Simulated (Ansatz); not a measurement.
# AlH₃O (triplet): wave-function methods side by side at distance Al1–H4 along a hydrogen transfer = 1.975 Å, cc-pVDZ

Aim: climb from Hartree-Fock through coupled cluster and multireference methods for AlH₃O (triplet) at one geometry and basis, and see what each rung misses.

Program: Ansatz 0.2.0, Gaussian basis. Level of theory: cc-pVDZ, core rule «outside noble gas», up to 6 orbitals frozen. These are calculated values, not measurements.

To be run: UHF; CCSD(T) on ROHF; CCSD(T) on UHF; BCCD(T) on ROHF; CISD; CCSDT(Q) on ROHF; CCSDT(Q) on UHF; CASSCF and MRCISD+Q, 4 electrons in 4 orbitals; CASSCF and NEVPT2, 4 electrons in 4 orbitals.

13 further runs of the same task are left out: 9 for a known fault of the program, 1 for a mislabelled method, 3 that didn't finish.

### 1 The system

The geometry derives from fragments relaxed apart (PBE0/def2-TZVP) and kept rigid, so it is no stationary point. A hydrogen atom is moved between rigid fragments.

5 atoms, charge 0, spin multiplicity 3.

Atoms are counted from 1 here; the program's logs count them from 0.

Bond lengths: Al1–H2 1.586 Å, Al1–H3 1.586 Å, H4–O5 0.990 Å. Angles: H2–Al1–H3 120.0°.

As a file:

```xyz
5

Al   -1.0397    0.0000    0.0000
H    -1.8326    1.3734    0.0000
H    -1.8326   -1.3734    0.0000
H     0.9353    0.0000    0.0000
O     1.9253    0.0000    0.0000
```

### 2 UHF

File in.yaml:

```yaml
crystal:
  periodic: [false, false, false]
  atoms:
    - {symbol: Al, position_ang: [-1.039685, 0.000000, 0.000000]}
    - {symbol: H, position_ang: [-1.832609, 1.373384, 0.000000]}
    - {symbol: H, position_ang: [-1.832609, -1.373384, 0.000000]}
    - {symbol: H, position_ang: [0.935315, 0.000000, 0.000000]}
    - {symbol: O, position_ang: [1.925315, 0.000000, 0.000000]}
basis:
  gaussian: {orbitals: cc-pVDZ}
magnetization: {spin_polarized: true, initial_magnetization: 2}
hamiltonian: {xc: hf}
output: {orbitals: {seedname: orbitals}}
```

Command:

```sh
> ansatz run in.yaml --threads 1 --pin off --events-out ev --progress --plain --max-ram 2393MiB
```

After this run come: CCSD(T) on ROHF; CCSD(T) on UHF; BCCD(T) on ROHF; CISD; CCSDT(Q) on ROHF; CCSDT(Q) on UHF; CASSCF and MRCISD+Q, 4 electrons in 4 orbitals; CASSCF and NEVPT2, 4 electrons in 4 orbitals.

Before running them: what should the planned runs give, taken together? Wanted: UCCSDT(Q) below the RHF energy; RMP2 from UCCSDT(Q); UMP2 from UCCSDT(Q); RCCSD from UCCSDT(Q); RCCSD(T) from UCCSDT(Q); UCCSD(T) from UCCSDT(Q); RCCSDT(Q) from UCCSDT(Q); NEVPT2 pair from UCCSDT(Q); MRCISD+Q pair from UCCSDT(Q).

As calculated:

```
                         quantity                                                   value
   UCCSDT(Q) below the RHF energy                                              -6.9925 eV
              RMP2 from UCCSDT(Q)                                           +101.1 kJ/mol
              UMP2 from UCCSDT(Q)                                           +102.0 kJ/mol
             RCCSD from UCCSDT(Q)                                            +12.5 kJ/mol
          RCCSD(T) from UCCSDT(Q)                                             +2.9 kJ/mol
          UCCSD(T) from UCCSDT(Q)                                             +2.8 kJ/mol
         RCCSDT(Q) from UCCSDT(Q)                                             +0.1 kJ/mol
       NEVPT2 pair from UCCSDT(Q)                                            +99.3 kJ/mol
     MRCISD+Q pair from UCCSDT(Q)                                             +4.8 kJ/mol
levels within 1 kcal/mol (43 meV)  RCCSD(T), UCCSD(T), BCCD(T), RCCSDT, UCCSDT, RCCSDT(Q)
                    T1 diagnostic                                                   0.019
```

What this shows: RCCSD(T) misses by +2.9 kJ/mol, 0.4 % of the correlation energy. Of the multireference levels listed MRCISD+Q pair comes nearest in total energy (+4.8 kJ/mol), which doesn't show that its space is the better one. These misses are within one basis, not against nature; the frozen cores of restricted and unrestricted runs differ, which can shift their rows.
